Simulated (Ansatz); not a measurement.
# LO phonon frequency at L of rock-salt ZrC at several levels of theory

No measured value is used here.

```csv
level (code),value (cm⁻¹),cell (Å³/atom)
LDA (Ansatz),675,12.50
BLYP (Ansatz),…,13.49
PBE (Ansatz),…,13.05
PBEsol (Ansatz),665,12.72
revPBE (Ansatz),646,13.19
RPBE (Ansatz),644,13.25
PBE-D3(BJ) (Ansatz),669,12.76
r²SCAN (Ansatz),672,13.07
r²SCAN+rVV10 (Ansatz),676,13.00
```

Problem. What belongs in the gaps?

Solution. 
- BLYP (Ansatz, a first-principles code), value (cm⁻¹): 640
- PBE (Ansatz), value (cm⁻¹): 652

PBE-D3(BJ): the dispersion coefficients are held fixed in the derivatives. Each level is taken at its own relaxed cell. Cutoffs differ between the levels. Ansatz's density-functional and Hartree–Fock values are scalar-relativistic unless marked +SOC, with PAW data made under PBE.
